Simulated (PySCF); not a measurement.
Species: protonated nitrogen molecule, N2H (charge +1).
SMILES: `N#[NH+]`

Computed with PySCF, PBE0-D3(BJ)/def2-SVP geometry optimisation, gas phase.

Masses are those of the commonest isotopes; rigid-rotor values at the optimised geometry. 

(1) What are the moment of inertia and the rotational constant?

(2) List the first levels of a rigid rotor in a Σ state.

(3) Where do the first rotational lines fall?

(4) Estimate the classical rotational partition function at 25 K, 50 K and 100 K.

Results:

(1) I = 10.826 u·Å², B = 505379 MHz·u·Å²/I = 46682 MHz (1.5572 cm⁻¹, or 2.240 K as hB/k).

(2) E(J) = BJ(J+1): J = 1: 3.114, J = 2: 9.343, J = 3: 18.686, J = 4: 31.143, J = 5: 46.715, J = 6: 65.401 cm⁻¹.

(3) The dipole is 3.38 D (about the centre of mass, as the species is charged); J+1 ← J lies at 2B(J+1): 1 ← 0 at 93.36 GHz, 2 ← 1 at 186.73 GHz, 3 ← 2 at 280.09 GHz, 4 ← 3 at 373.46 GHz, 5 ← 4 at 466.82 GHz, 6 ← 5 at 560.19 GHz.

(4) Point group C∞v, symmetry number σ = 1; q = kT/(σhB), k/h = 20836.6 MHz/K: 11.2 at 25 K, 22.3 at 50 K, 44.6 at 100 K.

Not checked by PBE0-D3(BJ)/def2-SVP frequencies. These are rigid-rotor constants of the computed structure; measured ground-state constants (B0) also hold zero-point vibration.
